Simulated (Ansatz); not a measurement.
Relaxation of BH2S2 (5 atoms, charge 0, multiplicity 2), to a largest force component of 0.02 eV/Å in at most 50 steps.

Method: UKS PBE0-D4/def2-SVP (Ansatz).

```xyz
5
Properties=species:S:1:pos:R:3:forces:R:3
S -1.429 -0.061 -0.907 0.04 0.45 0.17
B -0.127 0.933 -0.026 2.76 -2.40 -0.46
S 1.637 0.390 -0.196 -1.67 0.57 -0.43
H -1.591 -0.867 0.174 -0.06 0.22 -0.06
H 0.014 1.587 0.933 -1.07 1.17 0.77
```

**Question.** Where does it end, and by what steps?

**Answer.** It converged. After 7 steps the energy has fallen by 0.985 eV; H4 moved furthest, 0.81 Å.

```
step  energy less start (eV)  largest force component (eV/Å)  accepted
   0                  0.0000                           2.762       yes
   1                 -0.3898                           1.879       yes
   2                 -0.5422                           0.888       yes
   3                 -0.6695                           1.241       yes
   4                 -0.8460                           0.770       yes
   5                 -0.9532                           0.384       yes
   6                 -0.9823                           0.125       yes
   7                 -0.9850                           0.018       yes
```

```xyz
5
Properties=species:S:1:pos:R:3
S -1.075 -0.498 -0.714
B 0.114 0.611 0.052
S 1.762 0.831 -0.504
H -2.099 -0.234 0.125
H -0.197 1.273 1.017
```

Run time: 23 s on 1 thread of Arm Neoverse V2, on a shared host, peak memory 0.14 GiB.
